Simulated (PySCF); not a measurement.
**Atomic charges by several schemes**

C5H12N (charge +1).
Z-matrix (Å and degrees, PBE0-D3(BJ)/def2-SVP geometry), rows numbered from 1:
```
C 
C   1  1.5106
C   2  1.5474  1  120.80
C   3  1.5430  2   89.14  1  -143.52
C   4  1.5273  3   86.65  2    20.84
N   5  1.5023  2  117.35  1   -93.68
H   1  1.0998  2  110.34  3   -67.30
H   1  1.1016  2  112.20  3   173.39
H   1  1.1009  2  111.21  3    51.99
H   2  1.1065  1  110.56  3   127.72
H   3  1.1001  2  111.30  1   -30.51
H   3  1.0973  2  117.38  1    95.66
H   4  1.0983  3  119.09  2   140.80
H   4  1.1024  3  111.24  2   -91.35
H   5  1.1004  2  112.24  1    29.69
H   6  1.0285  5  110.78  2   -53.41
H   6  1.0287  5  112.04  2  -173.22
H   6  1.0287  5  111.66  2    66.12
```

Density: PBE0/pcSseg-1 (PySCF); schemes: Mulliken, IAO, Hirshfeld and ESP-fitted. Isolated species at its PBE0-D3(BJ)/def2-SVP geometry (one conformer only).

Q: Do the Mulliken, IAO, Hirshfeld and ESP-fitted schemes agree on where the charge is lowest?

A: The schemes don't all agree: Mulliken C2 (-0.336); IAO C1 (-0.425); Hirshfeld C1 (-0.108); ESP-fitted N6 (-0.664).

Q: Do the Mulliken, IAO, Hirshfeld and ESP-fitted schemes agree on where the charge is highest?

A: All schemes pick atoms of one kind: Mulliken H17 (+0.277); IAO H17 (+0.335); Hirshfeld H17 (+0.212); ESP-fitted H18 (+0.403).

Q: Tabulate the Mulliken, IAO, Hirshfeld and ESP-fitted charges.

A: In e:

```json
{"atom": "C1", "environment": "methyl carbon", "Mulliken": "-0.176", "IAO": "-0.425", "Hirshfeld": "-0.108", "ESP-fitted": "-0.548"}
{"atom": "C2", "environment": "four-membered-ring carbon", "Mulliken": "-0.336", "IAO": "-0.103", "Hirshfeld": "-0.014", "ESP-fitted": "+0.099"}
{"atom": "C3", "environment": "four-membered-ring carbon", "Mulliken": "-0.154", "IAO": "-0.252", "Hirshfeld": "-0.048", "ESP-fitted": "-0.147"}
{"atom": "C4", "environment": "four-membered-ring carbon", "Mulliken": "-0.157", "IAO": "-0.270", "Hirshfeld": "-0.058", "ESP-fitted": "-0.223"}
{"atom": "C5", "environment": "sp3 carbon bound to nitrogen", "Mulliken": "-0.165", "IAO": "-0.031", "Hirshfeld": "+0.049", "ESP-fitted": "+0.195"}
{"atom": "N6", "environment": "ammonium nitrogen", "Mulliken": "-0.204", "IAO": "-0.317", "Hirshfeld": "+0.018", "ESP-fitted": "-0.664"}
{"atom": "H7", "environment": "methyl hydrogen", "Mulliken": "+0.163", "IAO": "+0.172", "Hirshfeld": "+0.067", "ESP-fitted": "+0.190"}
{"atom": "H8", "environment": "methyl hydrogen", "Mulliken": "+0.124", "IAO": "+0.144", "Hirshfeld": "+0.049", "ESP-fitted": "+0.148"}
{"atom": "H9", "environment": "methyl hydrogen", "Mulliken": "+0.132", "IAO": "+0.150", "Hirshfeld": "+0.054", "ESP-fitted": "+0.157"}
{"atom": "H10", "environment": "methine hydrogen", "Mulliken": "+0.138", "IAO": "+0.134", "Hirshfeld": "+0.048", "ESP-fitted": "+0.066"}
{"atom": "H11", "environment": "methylene hydrogen", "Mulliken": "+0.153", "IAO": "+0.155", "Hirshfeld": "+0.061", "ESP-fitted": "+0.107"}
{"atom": "H12", "environment": "methylene hydrogen", "Mulliken": "+0.170", "IAO": "+0.165", "Hirshfeld": "+0.066", "ESP-fitted": "+0.106"}
{"atom": "H13", "environment": "methylene hydrogen", "Mulliken": "+0.175", "IAO": "+0.165", "Hirshfeld": "+0.064", "ESP-fitted": "+0.112"}
{"atom": "H14", "environment": "methylene hydrogen", "Mulliken": "+0.140", "IAO": "+0.147", "Hirshfeld": "+0.056", "ESP-fitted": "+0.110"}
{"atom": "H15", "environment": "methine hydrogen", "Mulliken": "+0.176", "IAO": "+0.168", "Hirshfeld": "+0.072", "ESP-fitted": "+0.103"}
{"atom": "H16", "environment": "N–H hydrogen", "Mulliken": "+0.266", "IAO": "+0.329", "Hirshfeld": "+0.204", "ESP-fitted": "+0.385"}
{"atom": "H17", "environment": "N–H hydrogen", "Mulliken": "+0.277", "IAO": "+0.335", "Hirshfeld": "+0.212", "ESP-fitted": "+0.400"}
{"atom": "H18", "environment": "N–H hydrogen", "Mulliken": "+0.276", "IAO": "+0.334", "Hirshfeld": "+0.210", "ESP-fitted": "+0.403"}
```

Mean size of the charges over all atoms: ESP-fitted 0.231 e, IAO 0.211 e, Mulliken 0.188 e, Hirshfeld 0.081 e. Each set sums to the total charge, 1, to within 0.001 e. The IAO scheme projects the occupied orbitals on a minimal set of polarised atomic orbitals and counts the electrons in each atom's part of it.

Q: How closely do the schemes follow one another over all atoms?

A: Correlation coefficient and root-mean-square difference: IAO with ESP-fitted 0.90, 0.123 e; Mulliken with IAO 0.90, 0.100 e; IAO with Hirshfeld 0.89, 0.157 e; Mulliken with Hirshfeld 0.79, 0.132 e; Hirshfeld with ESP-fitted 0.78, 0.221 e; Mulliken with ESP-fitted 0.69, 0.203 e.

Q: How many electrons does the Hirshfeld scheme count on C2?

A: Z − q = 6 − (-0.014) = 6.014.
